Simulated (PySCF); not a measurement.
# 1,3-pentadiyne (C₅H₄): geometry, NMR shifts, spin-spin couplings, electronic excitations and core binding energies

Aim: predict the NMR shifts, spin-spin couplings, electronic excitations and core binding energies of 1,3-pentadiyne (C₅H₄) (`C#CC#CC`).

Programs: PySCF 2.14.0, with density-fitted response routines of our own. Each step states its level of theory. These are calculated values for one molecule in the gas phase, unless marked as measured. Atoms count from 0, in the outputs and in this text.

## (1) Starting geometry

9 atoms, charge 0, multiplicity 1; geometry from: MMFF94s. The atoms were then displaced at random by about 0.03 Å, so the start is not that level's minimum.

Bonds of the start (Å): C0–C1 1.23, C1–C2 1.57, C2–C3 1.07, C3–C4 1.57, C0–H5 1.06, C4–H6 1.08, C4–H7 1.08, C4–H8 1.11.

## (2) Relaxing the molecule at PBE0-D3(BJ)/def2-SVP

Job settings and geometry (Å):

```
{"job": {"xc": "PBE0", "basis": "def2-SVP", "d3": "d3bj", "grid": 1, "shake": 0.03, "kind": "geom"}, "charge": 0, "multiplicity": 1}
C      2.544200     1.873250     0.978890
C      1.559770     1.224710     0.624530
C      0.353360     0.318120     0.174710
C     -0.392840    -0.380020    -0.145380
C     -1.605000    -1.273850    -0.575030
H      3.275280     2.595810     1.256740
H     -2.531900    -0.804840    -0.296120
H     -1.525630    -1.416710    -1.637630
H     -1.544490    -2.205920     0.020880
```

The run is started by

```
$ OMP_NUM_THREADS=1 python probes_run.py task.json out
```

The driver reads the jobs from task.json and runs them one after another.

**Question.** This job is followed by: GIAO PBE0/pcSseg-1 NMR shielding, non-relativistic, gas phase; B3LYP/pcJ-1 indirect spin-spin coupling, non-relativistic, gas phase; TDDFT CAM-B3LYP/def2-SVPD, vertical, gas phase, core orbitals frozen in the response; GIAO KT2/pcSseg-2 NMR shielding, non-relativistic, gas phase; delta-SCF UKS SCAN, pcX-2 on the ionised atom, pcseg-1 elsewhere, spin-free X2C. What will the session give for the following? point group; rotational constants (main isotopes); ¹³C shifts against TMS (PBE0/pcSseg-1); ¹H shifts against TMS (PBE0/pcSseg-1, means over atoms taken as alike); largest coupling of the table (B3LYP/pcJ-1); lowest singlet (CAM-B3LYP/def2-SVPD); brightest single state of those computed; lowest triplet; vertical ionisation energy (ΔSCF); C1s binding energies, SCAN/pcX-2 (standing for 1 of 5 atoms); range of the shift of C0.

**Answer**, as computed:

| quantity | value |
| --- | --- |
| point group | C3v |
| rotational constants (main isotopes) | 158.02, 2.03, 2.03 GHz |
| ¹³C shifts against TMS (PBE0/pcSseg-1) | 75.8, 73.0, 71.8, 68.8, 5.0 ppm |
| ¹H shifts against TMS (PBE0/pcSseg-1, means over atoms taken as alike) | 1.99, 1.56 ppm |
| largest coupling of the table (B3LYP/pcJ-1) | ¹J(C,H) C0–H5, 282.0 Hz |
| lowest singlet (CAM-B3LYP/def2-SVPD) | 4.69 eV (265 nm), f = 0.000 |
| brightest single state of those computed | state 9, 7.62 eV, f = 0.017 |
| lowest triplet | 3.81 eV |
| vertical ionisation energy (ΔSCF) | 9.34 eV |
| C1s binding energies, SCAN/pcX-2 (standing for 1 of 5 atoms) | C4 291.84 eV |
| range of the shift of C0 | 58.0 to 68.8 ppm |

The start was shaken at random, so part of the energy gained undoes that. Over 8 steps the energy fell by 2.444 eV; of the close pairs, C1–C2 changed most, 1.575 to 1.372 Å. No frequency check was run at this level, so the end point may be a saddle. At PBE0/pcSseg-1: The largest span, 285 ppm, is at C3, where the paramagnetic term is -156 ppm. In the run at B3LYP/pcJ-1, the largest coupling of the table is C0–H5, 282.0 Hz, of which the Fermi-contact term gives 282.7 Hz. The lowest singlet, at 4.69 eV, is HOMO→LUMO 0.45, HOMO−1→LUMO+1 0.45 and is dark; of the 10 states computed, the strongest absorption comes from states 9 to 10 together at 7.62 eV (the last computed, so partners may be missing). The lowest triplet lies 0.88 eV below the lowest singlet (triplets in Tamm-Dancoff, singlets in full TDDFT). The orbital energy would give 8.40 eV for ionisation, ΔSCF gives 9.34 eV. Across the 2 runs the shift of C0 moves most, between 58.0 (KT2/pcSseg-2) and 68.8 ppm (PBE0/pcSseg-1).
